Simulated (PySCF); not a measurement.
Compound: CH4.
SMILES with atom numbers: `[CH4:1]` (hydrogens: H2, H3, H4, H5 on C1)

A GFN2-xTB structure was refined with PBE0-D3(BJ)/def2-SVP geometry optimisation, gas phase (PySCF 2.14.0). Its GFN2-xTB values:

| coordinate | GFN2-xTB |
| --- | --- |
| C1–H2 | 1.082 Å |
| C1–H5 | 1.082 Å |
| H2–C1–H3 | 109.5° |

**Question.** How do these coordinates change at the PBE0-D3(BJ)/def2-SVP level?

**Answer.** 
| coordinate | PBE0-D3(BJ)/def2-SVP (Å or °) | change |
| --- | --- | --- |
| C1–H5 | 1.098 | +0.016 |
| C1–H2 | 1.098 | +0.016 |
| H2–C1–H3 | 109.5 | 0.0 |

The energy falls by 1.7 kJ/mol over 3 energy and gradient evaluations, the largest force component goes from 0.0105 to 6.0e-06 Eh/bohr, and the atoms move by 0.014 Å rms after alignment. Among the bonds, C1–H2, C1–H3, C1–H4 and C1–H5 change most and about equally (+0.016 Å). Bonds longer at the end by more than 0.005 Å: 4 of 4; shorter: 0.

The run used 34 basis functions and 14 SCF cycles in all.

Not checked by PBE0-D3(BJ)/def2-SVP frequencies.
